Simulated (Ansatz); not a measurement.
**H2Si–GeH, quartet: the ladder up to UCCSDT(Q)**

Geometry: that of the H2Si–GeH, doublet, kept fixed. The doublet lies 2.3 eV lower here.

```xyz
5

Si    0.0000    0.0181    1.6516
Ge    0.0000   -0.0284   -0.7002
H     0.0000    1.1857    2.5806
H     0.0000   -1.2094    2.4992
H     0.0000    1.5656   -0.6371
```

Basis cc-pVDZ; Ansatz 0.2.0. Correlated methods freeze the noble-gas cores and the filled d shells of p-block atoms, which leaves 11 electrons in 41 orbitals. Prefix R: restricted or restricted open-shell reference; prefix U: unrestricted. Active spaces: valence = (11e, 11o) chosen from the atoms' valence shells. No spin–orbit coupling is included, and no scalar relativity.

Full CI isn't at hand for all of this; UCCSDT(Q) serves as the reference, and is uncertain by about the last step of the cluster series. The frozen core follows each run's orbitals, which can shift R against U totals by a few meV for light atoms and by up to 0.1 eV past Ca.

The UHF ⟨S²⟩ is 3.779, the T1 diagnostic (RCCSD) is 0.0244 and the largest doubles amplitude (RCCSD) is 0.035. The T1 diagnostic (UCCSD) is 0.0175.

```tsv
level	E − E(RHF) (eV)
UHF	-0.1920
UMP2	-4.1913
UCCSD	-5.2562
UCCSD(T)	-5.3958
```

(1) Estimate how far UCCSDT(Q) in cc-pVDZ lies from UCCSD(T). The table doesn't fix it; the size of (T) and the diagnostics are the guide.

(1) UCCSDT(Q) in cc-pVDZ lies 4.0 kJ/mol below UCCSD(T), which is 30 % of the (T) step (-13.5 kJ/mol). The diagnostics give no warning, yet the rest is a sizeable part of (T).

The other levels:

```
 level  E − E(UCCSDT(Q)) (kJ/mol)  share of correlation (%)  wall time
UCCSDT                        0.6                     99.88          –
```

The correlation energy at UCCSDT(Q), counted from RHF, is -5.437 eV. That run took 35 s on 1 thread of Arm Neoverse V1, shared host.

Run but not shown, since their state or frozen core can't be matched to the reference's or they repeat it: RHF, RMP2, CISD, RCCSD, RCCSD(T), BCCD(T), RCCSDT, RCCSDT(Q), CASSCF (valence space), NEVPT2 (valence space), MRCISD (valence space), MRCISD+Q (valence space).

Times hold each run's SCF and search for its determinant on a shared host, so for small cases they say little of a method's own cost; they ran on 1 thread of Arm Neoverse V1.

Natural occupations of CASSCF (valence space) about the gap: 1.976 1.969 1.958 1.005 1.004 0.996 0.042 0.033 0.021 0.015; effectively unpaired electrons, Σ n²(2−n)², 3.03.
